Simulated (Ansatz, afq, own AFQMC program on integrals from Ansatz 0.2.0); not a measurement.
**Atomization energy of C2H6GeO2, singlet**

```xyz
11

C    -0.0906   -1.5870    1.2232
C    -0.2967   -0.5747    0.1348
O    -1.1254   -0.6608   -0.7425
O     0.5349    0.4590    0.2176
Ge    0.2926    1.7083   -1.1125
H    -0.7999   -2.4135    1.1057
H     0.9422   -1.9634    1.1867
H    -0.2238   -1.1073    2.2039
H    -1.1156    2.2973   -0.9935
H     1.3734    2.7303   -0.7349
H     0.5741    1.0547   -2.4681
```

Atoms in their ground-state spins without spin–orbit coupling (mostly on UHF) minus the molecule (RHF), without zero-point energy. The geometry is a stationary point, not shown to be a minimum.

Basis def2-SVP. Only valence electrons are correlated. AFQMC by an in-house program on the Cholesky factors that Ansatz 0.2.0 writes for its CCSD(T) run. ph-AFQMC/CISD is guided by a CISD state made of CCSD amplitudes; releasing the constraint for a short imaginary time cuts its bias at the price of noise, slowly where states lie close. Uncertainties: one standard error, sampling alone. No spin–orbit coupling. The errors of all members are added in quadrature.

No full CI on the walks' own integrals is used here. The released AFQMC energy serves as the reference, which it does only where one determinant dominates, the energy is flat over the last release times and near the phaseless one (40 meV or 2 meV an electron, half that with transition metals). On small molecules, where full CI could be run and the noise was under 10 meV, such values lay within 10 meV of it in 19 cases of 20, a flattering rate, since the rule was set on those same cases; what remains of the bias isn't in the error bar. Each member takes its own surest rung, up to full CI.

The best estimate is CCSD(T) at the basis-set limit (CBS: def2-TZVPP and def2-QZVPP, with their diffuse functions for anions and beside diffuse sets, CCSD(T) itself extrapolated) plus the step from CCSD(T) to AFQMC with the constraint released in def2-SVP. Rows without CBS are in def2-SVP, the functionals in def2-TZVP; B2PLYP and the wave-function rows carry a basis error of their own. Core correlation and relativity beyond core potentials are missing, and ± holds the sampling alone.

Cautions: inner d shell frozen; no relativity below Rb; no spin-orbit coupling; C₂H₆GeO₂ (singlet): the released value is read at 0.60 1/Eh with a noise of 16 meV, more than in the cases checked (meV from the phaseless value at times in 1/Eh: -16 ± 15 at 0.20, -18 ± 15 at 0.40, -16 ± 16 at 0.60).

Best estimate: 4158.7 ± 1.5 kJ/mol.

| level | atomization energy (kJ/mol) | error against the best estimate (kJ/mol) |
| --- | --- | --- |
| HF | 2984.2 | -1174.5 ± 1.5 |
| MP2 | 4006.4 | -152.4 ± 1.5 |
| CCSD | 3895.4 | -263.3 ± 1.5 |
| CCSD(T) | 3945.0 | -213.7 ± 1.5 |
| ph-AFQMC/CISD | 3950.3 ± 1.1 | -208.4 ± 1.8 |
| released AFQMC | 3950.7 ± 1.5 | -208.0 |
| HF/CBS | 2951.2 | -1207.5 ± 1.5 |
| MP2/CBS | 4235.0 | 76.3 ± 1.5 |
| CCSD(T)/CBS | 4153.0 | -5.7 ± 1.5 |
| PBE | 4225.9 | 67.2 ± 1.5 |
| r2SCAN | 4166.8 | 8.1 ± 1.5 |
| PBE0 | 4128.2 | -30.5 ± 1.5 |
| B3LYP | 4105.1 | -53.6 ± 1.5 |
| wB97M-V | 4151.7 | -7.0 ± 1.5 |
| B2PLYP | 4091.4 | -67.3 ± 1.5 |

Correlation beyond CCSD(T) adds 5.7 ± 1.5 kJ/mol. Going to the basis-set limit adds 208.0 kJ/mol at CCSD(T). The perturbative (T) step is worth +49.6 kJ/mol.

Best estimates are given only where the step beyond CCSD(T) is under 0.3 eV and no member's determinant is very poor (T1 over 0.05, or 0.07 for open shells, ⟨S²⟩ too high by 0.3, two states mixed), so the hardest cases are missing from such tables.

The functionals ran in a triple-zeta set and keep a basis error of their own, a few kJ/mol for each bond in atomization energies and more for double hybrids, so close places among them and the extrapolated levels can swap.

Each member of a difference takes its own highest rung, so a best estimate needn't equal the limit plus the step of one row. Released energies are given only where the last usable release times agree within the noise; a slower fall can still hide under it.
